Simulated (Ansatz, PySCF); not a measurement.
CH6Si, SMILES C[SiH3] (connectivity only; charge and spin as stated), charge +1, multiplicity 2. Atoms are numbered in the order given.

```xyz
8

Si    -0.8325     0.1735     0.0000
C      1.4164    -0.1917     0.0000
H     -1.2548    -1.2333     0.0000
H     -0.9046     0.9230    -1.2612
H     -0.9046     0.9230     1.2612
H      1.4676    -0.7459     0.9332
H      1.7268     0.8496     0.0000
H      1.4676    -0.7459    -0.9332
```
Charge +1, spin multiplicity 2.

Coordinates come from a B3LYP-D3(BJ)/def2-TZVP optimisation. The spin state was assumed, not searched. The isomer is the one that the SMILES or the coordinates give; other isomers of the formula were not compared.

Two levels are set side by side: PBE-D3(BJ)/def2-TZVP (Ansatz, an electronic-structure program) and B3LYP-D3(BJ)/def2-TZVP (Ansatz). Each level has its own optimised geometry; the coordinates shown are those of the second. Frequencies come from the Hessian of PySCF at each geometry. Differences are taken from unrounded values.

| quantity | B3LYP-D3(BJ) | PBE-D3(BJ) | PBE-D3(BJ) minus B3LYP-D3(BJ) |
|---|---|---|---|
| mean bond length (Å) | 1.278 | 1.291 | 0.013 |
| bond Si1–H3 (Å) | 1.469 | 1.485 | 0.016 |
| bond Si1–H4 (Å) | 1.469 | 1.485 | 0.016 |
| bond Si1–H5 (Å) | 1.469 | 1.485 | 0.016 |
| bond C2–H6 (Å) | 1.087 | 1.096 | 0.009 |
| bond C2–H7 (Å) | 1.087 | 1.096 | 0.009 |
| bond C2–H8 (Å) | 1.087 | 1.096 | 0.009 |
| highest harmonic wavenumber (cm⁻¹) | 3217 | 3145 | -71 |
| mean harmonic wavenumber (cm⁻¹) | 1385 | 1329 | -56 |
| zero-point energy (kcal/mol) | 35.64 | 34.20 | -1.44 |

Exact exchange shortens and stiffens bonds; PBE has none. Differences between two approximate levels are no errors against the true value.
